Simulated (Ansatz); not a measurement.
Start from `CCCCCl` and change one atom or group to get `C#CCCCC`.

Ansatz, PBE0-D4/def2-TZVP geometries, multiplicity 1. Each molecule was computed in one conformer, which needn't be the lowest.

```tsv
property	`CCCCCl`
HOMO energy (ωB97M-V/def2-TZVPP) / eV	-10.54
HOMO–LUMO gap (PBE/def2-TZVPP) / eV	6.70
ideal-gas entropy at 298 K and 1 bar (rigid rotor, harmonic PBE0-D4/def2-TZVP) / J/(mol·K)	337
zero-point energy (PBE0-D4/def2-TZVP) / kJ/mol	325.1
LUMO energy (B3LYP/def2-TZVPP) / eV	0.66
HOMO–LUMO gap (PBE0/def2-TZVPP) / eV	9.19
```

Q: Give the same properties after the change, and the shifts. (Best estimate.)

A: Computed: 
```json
{"property": "HOMO energy (ωB97M-V/def2-TZVPP) / eV", "`C#CCCCC`": "-9.91", "shift": "0.63"}
{"property": "HOMO–LUMO gap (PBE/def2-TZVPP) / eV", "`C#CCCCC`": "6.42", "shift": "-0.28"}
{"property": "ideal-gas entropy at 298 K and 1 bar (rigid rotor, harmonic PBE0-D4/def2-TZVP) / J/(mol·K)", "`C#CCCCC`": "351", "shift": "14"}
{"property": "zero-point energy (PBE0-D4/def2-TZVP) / kJ/mol", "`C#CCCCC`": "372.7", "shift": "47.6"}
{"property": "LUMO energy (B3LYP/def2-TZVPP) / eV", "`C#CCCCC`": "0.64", "shift": "-0.02"}
{"property": "HOMO–LUMO gap (PBE0/def2-TZVPP) / eV", "`C#CCCCC`": "8.56", "shift": "-0.63"}
```

The zero-point energy changes by 47.6 kJ/mol with +6 modes.

B3LYP here is the variant with VWN-RPA as its local correlation; programs differ in this.
